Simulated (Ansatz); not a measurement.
## Structure relaxation of TaTl

These are results of DFT PBE, scalar-relativistic, plane waves, PAW in Ansatz, not measurements.

The start puts TaTl on the CoSn structure type (P6/mmm, No. 191), with Ta in place of Co, Tl in place of Sn, at a guessed volume.

Input of the last, converged step (default PAW datasets):

```yaml
crystal:
  lattice:
    - [5.7833106617, 0.0, 0.0]
    - [-2.8916553308, 5.008493951, 0.0]
    - [0.0, 0.0, 5.0763240109]
  atoms:
    - { symbol: Ta, position: [0.5, 0.0, 0.0] }
    - { symbol: Ta, position: [0.5, 0.5, 0.0] }
    - { symbol: Ta, position: [0.0, 0.5, 0.0] }
    - { symbol: Tl, position: [0.0, 0.0, 0.0] }
    - { symbol: Tl, position: [0.3333333333, 0.6666666667, 0.5] }
    - { symbol: Tl, position: [0.6666666667, 0.3333333333, 0.5] }
basis:
  ecutwfc: 420
kpoints:
  mp_grid: { grid: [6, 6, 8] }
hamiltonian:
  xc: pbe
scf:
  occupations: { method: gaussian, width: 0.1 }
output:
  forces: true
  stress: true
  eigenvalues: true
relax:
  adjacent_minimum: "off"
  f_tol: 0.01
  max_steps: 80
  cell: { stress_tol: 0.05 }
```

Launched as:

```bash
ansatz run input.yaml --threads 1 --pin off --max-ram 2560MiB --backend cpu --events-out ev --progress --plain --runs-dir out
```

Time: 77 s on 1 thread of Intel(R) Xeon(R) Platinum 8259CL CPU @ 2.50GHz (Skylake/Cascade Lake), on a shared host, peak memory 0.57 GiB.

The program printed at the end:

```
SCF converged after 4 iterations
Free energy (F): -64125.822627 eV
Harris-Foulkes:  -64125.822627 eV  (|F-HF|=7.28e-12)
Internal energy: -64125.795208 eV  (E = F + TS)
E sigma→0 (E₀):  -64125.808917 eV
Entropy (-TS):   -0.027418 eV (-4.570 meV/atom)
Fermi energy:    12.685939 eV
--- Per-component energies (eV) ---
  E_band       = -444.843400
  E_kinetic    = 2103.011737
  E_local      = -5336.147830  (includes V_loc(G=0)·N_el)
  E_nonlocal   = 992.057388
  E_hartree    = 1999.285419
  E_xc         = -1343.174373
  E_vxc        = -1034.181591  (∫ρ·V_xc dr)
  E_paw        = -55689.212133  (= ΣΔE_a)
  E_vpaw       = -1168.154479  (= ΣTr[D̂ρ^β])
  E_aug_tail   = 0.000520  (compensation charges beyond the density's cutoff)
  E_ewald      = -6851.615935
  E_smearing   = -0.027418  (= −TS)
  E_closure    = 0.000000  (closes the sum)
  Σ components = -64125.822627   (vs F -64125.822627, Δ=0.00e0)
--- Forces (eV/Å), atoms counted from 1 ---
  atom   1  Ta     0.00000000     0.00000000     0.00000000
  atom   2  Ta     0.00000000     0.00000000     0.00000000
  atom   3  Ta     0.00000000     0.00000000     0.00000000
  atom   4  Tl     0.00000000     0.00000000     0.00000000
  atom   5  Tl     0.00000000     0.00000000     0.00000000
  atom   6  Tl     0.00000000     0.00000000     0.00000000
  max |Σ_I F_I| component: 1.85e-17 eV/Å
--- Stress (GPa, compression-positive) ---
       -0.040567       0.000000       0.000000
        0.000000      -0.040567       0.000000
        0.000000       0.000000      -0.002759
  P = ⅓ Tr σ = -0.0280 GPa (-0.280 kbar)
--- Relaxed structure (3 steps of the walk, 3 accepted, 1 SCFs on fresh bases) ---
  F+E_penalty+E_count = -64125.82262651 eV   max|allowed force component| = 8.018e-17 eV/Å   (the final SCF, on the basis selected at the relaxed cell)
  cell:  # Å, volume = 146.8009 Å³
    - [5.785260, 0.000000, 0.000000]
    - [-2.892630, 5.010183, 0.000000]
    - [0.000000, 0.000000, 5.064684]
  atoms:
    - { symbol: Ta, position: [0.5, 0.000000, 0.000000] }
    - { symbol: Ta, position: [0.5, 0.500000, 0.000000] }
    - { symbol: Ta, position: [0.000000, 0.5, 0.0] }
    - { symbol: Tl, position: [0.000000, 0.000000, 0.0] }
    - { symbol: Tl, position: [0.333333, 0.666667, 0.5] }
    - { symbol: Tl, position: [0.666667, 0.333333, 0.5] }
```

Total energies depend on the potentials used, so only differences within one code and one set of settings carry meaning.

The result has space group P6/mmm (No. 191). Around Ta lie 4 Ta at 2.89 Å and 6 Tl at 2.89–3.03 Å; Tl on Wyckoff site a (1 atom of the primitive cell) is coordinated by 6 Ta at 2.89 Å; around Tl on Wyckoff site d (2 atoms of the primitive cell) lie 6 Ta at 3.03 Å and 3 Tl at 3.34 Å.

Against the elements it lies at 0.57 eV/atom. Formation energies are uncorrected and refer to the elements' standard structures at the same level.

The k mesh leaves about 4 meV/atom of noise in metals. Spin–orbit coupling is left out.

A structure relaxed within its symmetry needn't be a true minimum.